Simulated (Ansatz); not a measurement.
Wavefunction ladder for `O=CC(F)(F)Cl`

Z-matrix (Å, degrees):
```
C
C 1 1.535
F 1 1.340 2 109.3
F 1 1.322 2 112.2 3 120.6
Cl 1 1.771 2 107.3 3 -118.2
O 2 1.189 1 122.6 3 -131.1
H 2 1.106 1 113.0 3 49.5
```

Charge 0, multiplicity 1. The geometry is a stationary point of PBE0-D4/def2-TZVP. It is one conformer, not always the lowest. Frozen core, restricted reference, the Gaussian-basis code of Ansatz. CBS rows extrapolate triple and quadruple zeta; past MP2 they add the triple-zeta difference.

```tsv
basis	HF (Eh)	MP2 corr.
def2-SVP	-809.10378	-0.93744
def2-TZVPP	-809.69557	-1.22204
def2-QZVPP	-809.72343	-1.32911
```

Estimate the CCSD correlation energy and the (T) correction in each basis where they were run (hartree).


| basis | CCSD corr. | (T) |
| --- | --- | --- |
| def2-SVP | -0.96441 | -0.02534 |
| def2-TZVPP | -1.24223 | -0.04908 |
| CBS(def2) | -1.42862 | as TZ |
